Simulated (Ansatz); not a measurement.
C$_{4}$H$_{7}$Cl, SMILES `C=CCCCl`. Charge 0, multiplicity 1.

| atom | x (Å) | y (Å) | z (Å) |
| --- | --- | --- | --- |
| C1 | 0.022 | 1.844 | 0.818 |
| C2 | 0.184 | 0.943 | -0.141 |
| C3 | -0.607 | -0.317 | -0.257 |
| C4 | 0.239 | -1.575 | -0.201 |
| Cl5 | 1.347 | -1.702 | -1.598 |
| H6 | 0.625 | 2.744 | 0.857 |
| H7 | -0.723 | 1.717 | 1.597 |
| H8 | 0.940 | 1.104 | -0.906 |
| H9 | -1.172 | -0.322 | -1.196 |
| H10 | -1.335 | -0.372 | 0.559 |
| H11 | 0.863 | -1.595 | 0.692 |
| H12 | -0.384 | -2.468 | -0.224 |

(1) Give the diagnostics of a CCSD(T)/def2-TZVPP run (frozen core, Ansatz 0.2.0). (Best estimate.)

## Answers

(1) The calculation gave: T1 = 0.0097, largest single amplitude 0.015, largest double 0.047, (T) share of the correlation energy 4.2 %, 8 CCSD cycles. The RHF solution is stable towards an unrestricted one. T1 lies under the customary mark of 0.02 for closed shells.
